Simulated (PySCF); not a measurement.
SiH4, SMILES [SiH4]. Geometry optimised at B3LYP-D3(BJ)/def2-TZVPD. The isomer is the one that the SMILES or the coordinates give; other isomers of the formula were not compared.

TDDFT-CAM-B3LYP/def2-TZVPD run with PySCF puts the lowest singlet excitations at 9.14, 9.14, 9.14, 9.19, 9.19, 9.19 eV and the lowest triplet (TDA) at 8.51 eV.

### Question
What are the lowest singlet roots from EOM-CCSD/aug-cc-pVDZ run with PySCF? (The exact figures need the calculation; the answer reports its results.)

### Answer
9.36, 9.36, 9.36, 9.42, 9.42, 9.42 eV; triplets 8.69, 8.69, 8.69 eV. S1 differs by 0.22 eV (second minus first; roots are paired by order, and the bases may differ).
